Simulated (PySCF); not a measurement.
One molecule, one basis, several functionals.

C5H13N.
Z-matrix (Å and degrees, PBE0-D3(BJ)/def2-SVP geometry), rows numbered from 1:
```
C 
C   1  1.5317
C   2  1.5236  1  111.25
N   2  1.4589  1  114.65  3  -127.34
C   4  1.4372  2  114.21  1   -73.46
C   4  1.4391  2  116.01  1    59.65
H   1  1.1007  2  110.75  3   -60.23
H   1  1.1018  2  111.37  3    59.22
H   1  1.1009  2  111.68  3   179.90
H   2  1.1046  1  107.44  3   116.54
H   3  1.1016  2  111.96  1   -58.67
H   3  1.0996  2  110.29  1  -179.19
H   3  1.1004  2  110.46  1    60.56
H   5  1.1014  4  110.17  2   -50.69
H   5  1.1021  4  109.84  2  -169.05
H   5  1.1145  4  114.48  2    70.70
H   6  1.0996  4  110.81  2    49.88
H   6  1.1135  4  114.26  2   -71.95
H   6  1.1019  4  109.59  2   167.92
```

PySCF, pcSseg-1 basis, density fitting, gas phase, PBE0-D3(BJ)/def2-SVP geometry. One functional is left out:

```csv
functional,exact exchange (%),HOMO energy (eV),LUMO energy (eV),dipole moment (D)
B97-D,0,-4.49,0.67,0.431
BLYP,0,-4.37,0.53,0.405
BP86,0,-4.57,0.57,0.423
LDA,0,-4.56,0.29,0.434
OPBE,0,-4.45,0.84,0.466
PBE,0,-4.47,0.51,0.419
B97-2,21,-5.59,1.38,0.491
PBE0,25,-5.83,1.35,0.496
mPW1PW91,25,-5.87,1.39,0.509
BHandHLYP,50,-7.15,2.05,0.538
```

Q: Predict the row of B3LYP (20 % exact exchange) by straight lines through the other rows, and check it.

A: 
```tsv
property	line	computed	computed − line	B97-2 (21 %), for comparison
HOMO energy (eV)	-5.56	-5.62	-0.06	-5.59
LUMO energy (eV)	1.20	1.03	-0.17	1.38
dipole moment (D)	0.480	0.470	-0.010	0.491
```

Q: Which of these properties follows the share of exact exchange most closely, and which least?

A: Most closely the HOMO energy, least the dipole moment; the correlations over the tabulated rows are HOMO energy -0.998, LUMO energy 0.964, dipole moment 0.923. The HOMO energy moves by -0.536 eV for every 10 %. Functionals with the same share still differ in their other parts: at 0 % BLYP and BP86 differ by 0.20 eV in it.
